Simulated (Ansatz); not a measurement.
This geometry of AlF2H + H (5 atoms, charge 0, multiplicity 2) is a first-order saddle point.

The calculation used UKS PBE/def2-SVP in Ansatz.

```xyz
5
Properties=species:S:1:pos:R:3
Al 0.000 0.001 -0.062
H 0.000 0.005 1.536
F 1.430 -0.001 -0.924
F -1.430 -0.001 -0.924
H 0.000 -0.003 3.264
```

Q: Which two structures does it join? (They come from a converged band through this point; their orientation in space is the band's.)

A: Bonds broken: Al1–H2. Bonds formed: H2–H5. AlF2H + H becomes AlF2 + H2.

Initial state:

```xyz
5
Properties=species:S:1:pos:R:3
Al 0.000 0.000 -0.319
H 0.000 0.000 1.255
F 1.428 0.000 -1.184
F -1.428 0.000 -1.184
H 0.000 0.000 4.322
```

Final state:

```xyz
5
Properties=species:S:1:pos:R:3
Al 0.044 -0.587 -0.344
H -0.459 -0.016 2.071
F 1.499 0.252 -0.218
F -1.385 0.252 -0.621
H 0.301 0.099 2.001
```

Q: How far does it lie above each of them?

A: 2.8 kJ/mol above the first and 87.2 kJ/mol above the second. This is the barrier of this one path; another mechanism may lie lower.

Time of the run: 2.1 min on 1 thread of Arm Neoverse V2, with other jobs on the host, peak memory 0.11 GiB.
